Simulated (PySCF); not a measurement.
Ionising LiC

PBE; basis Li aug-pcseg-1, C aug-pcseg-1; no relativity; PySCF 2.14. Neutral (UKS): quartet (σ ↑, π ↑↑), Re = 1.908 Å, ωe = 656 cm⁻¹, De = 2.75 eV, HOMO -4.06 eV, LUMO -2.03 eV.

LiC⁺ (UKS): triplet (σ ↑, π ↑), Re = 2.378 Å, ωe = 295 cm⁻¹, De = 0.48 eV to Li⁺ + C. The energies at the minima are -45.33892 hartree for LiC and -45.05065 for LiC⁺.

(1) Work out the adiabatic ionisation energy, without and with harmonic zero-point energies (1 hartree = 27.2114 eV, 1 eV = 8065.5 cm⁻¹), and the change of the bond length.

Weak bonds: LiC⁺. Basis-set superposition, not corrected here, can be much of De in a small basis, most of all at correlated wavefunction levels. For an ion De counts to the pair picked by the measured ionisation energies or electron affinities, which need not be the lowest pair at this level. States were picked by a PBE0 search and need not be the measured ground states.

Results:

(1) At PBE: 0.28827 hartree = 7.844 eV between the minima; the zero-point term (295.0 − 656.0)/2 cm⁻¹ = -0.022 eV makes it 7.822 eV. Re changes by +47.0 pm against the neutral. The electron leaves a π orbital, and the ion is left as a loose complex of an ion and an atom.
